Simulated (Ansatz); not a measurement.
The first iterations of a band of C$_{2}$H$_{4}$OS (8 atoms, charge 0, multiplicity 1).

Level of theory: Ansatz 0.2.0, RKS B3LYP-D4/def2-SVP.

```yaml
movable_images: 7
climbing_image: yes
spring: 5.0 eV/Å²
optimiser: quadratic models (default)
start_path: IDPP
force_threshold: 0.05 eV/Å
iteration_limit: 29
end_points: relaxed
```

Image 0:

```xyz
8
Properties=species:S:1:pos:R:3
O -1.442 0.267 -0.934
C -0.386 0.706 -0.562
C 0.607 -0.016 0.323
S 0.085 -1.684 0.851
H -0.050 1.732 -0.864
H 1.563 -0.060 -0.230
H 0.795 0.629 1.200
H -1.080 -1.631 0.159
```

Image 8:

```xyz
8
Properties=species:S:1:pos:R:3
O -1.063 1.815 0.395
C -0.593 0.882 -0.201
C 0.531 0.013 0.322
S -0.024 -1.734 0.484
H -0.984 0.572 -1.208
H 1.411 0.068 -0.338
H 0.813 0.355 1.328
H 0.002 -2.027 -0.837
```

| iteration | highest image above the first end (eV) | largest band force component (eV/Å) |
| --- | --- | --- |
| 1 | 0.232 | 0.861 |
| 2 | 0.240 | 1.256 |
| 3 | 0.183 | 0.680 |
| 4 | 0.165 | 0.340 |

Q: Does the band converge within its limit, and where does its top end?

A: It converged. It ended after 12 iterations with the highest image 0.153 eV above the first end. A vibrational analysis at the climbing image gives one clearly imaginary mode, 153i cm⁻¹: a first-order saddle point.

The run took 10 min on 1 thread of Intel(R) Xeon(R) Processor @ 2.50GHz (Skylake/Cascade Lake) (shared host), peak memory 0.16 GiB.
